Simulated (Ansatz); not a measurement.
## What each rung costs and misses: atomization of CS, singlet

Geometry (MP2(full)/6-31G*, from the G2/97 set):

| atom | x (Å) | y (Å) | z (Å) |
| --- | --- | --- | --- |
| C | 0.0000 | 0.0000 | 0.0000 |
| S | 0.0000 | 0.0000 | 1.5447 |

Measured, as an electronic atomization energy: 171.3 kcal/mol (G2/97 heats of formation of molecule and atoms, with zero-point and thermal terms from B3LYP taken off; Curtiss et al., J. Chem. Phys. 106, 1063 (1997), Staroverov et al., J. Chem. Phys. 119, 12129 (2003)). The measured value holds scalar relativity and spin–orbit coupling, which all computed ones lack, and core correlation, which the wave-function levels lack. Atoms are taken at the same level; beside RHF, RMP2 and RCC rows they are unrestricted. The atoms' steps beyond CCSDT(Q) are taken from restricted open-shell runs, which share full CI's core. Ansatz 0.2.0; the 6-31G* set has Cartesian d functions; a miss is computed less measured; times are wall times on shared hosts and scatter by a factor of two or so. A small miss in a small set is a cancellation of the method's error against the basis error.

```csv
level,basis,miss (kcal/mol),time of the run,hardware
RHF,STO-3G,-82.2,0.09 s,1 CPU thread
CISDTQ,STO-3G,-11.1,0.12 s,1 CPU thread
PBE0,STO-3G,11.1,0.18 s,1 CPU thread
BCCD(T),STO-3G,-11.2,0.19 s,1 CPU thread
revPBE,6-31G*,-2.2,0.24 s,1 CPU thread
SPW92,cc-pV(D+d)Z,28.5,0.28 s,1 CPU thread
RHF,6-31G*,-79.2,0.3 s,1 CPU thread
revPBE,cc-pV(D+d)Z,-0.3,0.33 s,1 CPU thread
RCCSD(T),6-31G*,-15.1,0.33 s,1 CPU thread
PBE0,cc-pV(D+d)Z,-5.5,0.33 s,1 CPU thread
RHF,cc-pV(D+d)Z,-77.0,0.33 s,1 CPU thread
B3LYP,cc-pV(D+d)Z,-7.3,0.36 s,1 CPU thread
B2PLYP,6-31G,-39.4,0.36 s,1 CPU thread
revPBE,cc-pV(T+d)Z,0.9,0.37 s,1 CPU thread
RPA-PBE,6-31G*,-22.2,0.42 s,1 CPU thread
SPW92,cc-pV(Q+d)Z,30.8,0.42 s,1 CPU thread
BLYP,cc-pV(T+d)Z,0.5,0.43 s,1 CPU thread
RCCSDT(Q),STO-3G,-10.5,0.43 s,1 CPU thread
BHLYP,cc-pV(T+d)Z,-20.0,0.48 s,1 CPU thread
B2PLYP,cc-pV(D+d)Z,-7.5,0.48 s,1 CPU thread
RPA-PBE,6-31G,-63.8,0.55 s,1 CPU thread
CISD,6-31G*,-33.5,0.58 s,1 CPU thread
PBE0,cc-pV(T+d)Z,-3.8,0.61 s (with forces),1 CPU thread
wB97M-V,STO-3G,15.2,0.67 s,1 CPU thread
RPA-PBE,cc-pV(T+d)Z,-16.4,0.7 s,1 CPU thread
r2SCAN0,cc-pV(T+d)Z,-12.6,0.99 s,1 CPU thread
BCCD(T),cc-pV(T+d)Z,-7.7,1.1 s,1 CPU thread
RHF,cc-pV(T+d)Z,-75.0,1.1 s,1 CPU thread
wB97X-V,cc-pV(T+d)Z,-4.2,1.3 s,1 CPU thread
wB97M-V,cc-pV(T+d)Z,-0.3,1.6 s (with forces),1 CPU thread
MRCISD+Q (valence space),6-31G,-50.0,1.9 s,1 CPU thread
RCCSDT(Q),cc-pV(D+d)Z,-15.2,2.2 s,1 CPU thread
RCCSD(T),cc-pV(T+d)Z,-7.9,2.5 s (with forces),1 CPU thread
RHF,cc-pV(Q+d)Z,-74.5,3 s,1 CPU thread
BCCD(T),cc-pV(Q+d)Z,-3.5,4.5 s,1 CPU thread
NEVPT2 (valence space),cc-pV(Q+d)Z,-1.4,4.6 s,H100 + 5 CPU threads
RCCSDTQ,6-31G*,-14.4,7.5 s,H100 + 5 CPU threads
CISD,cc-pV(Q+d)Z,-29.2,10 s,1 CPU thread
RCCSDT(Q),cc-pV(Q+d)Z,-3.1,10 s,H100 + 5 CPU threads
CISDTQ,6-31G*,-16.0,10 s,H100 + 5 CPU threads
```

HF's time is that of a plain UHF run.

The smallest set from which on each level stays within 1 kcal/mol of its own cc-pV(Q+d)Z value (sets in order of size: STO-3G, 6-31G, 6-31G*, cc-pV(D+d)Z, cc-pV(T+d)Z, cc-pV(Q+d)Z): RHF cc-pV(T+d)Z; PBE cc-pV(T+d)Z; r2SCAN cc-pV(T+d)Z; B3LYP cc-pV(T+d)Z; wB97M-V cc-pV(T+d)Z; B2PLYP none (cc-pV(T+d)Z is 1.7 kcal/mol off); RMP2 none (cc-pV(T+d)Z is 4.4 kcal/mol off); RCCSD(T) none (cc-pV(T+d)Z is 4.2 kcal/mol off).
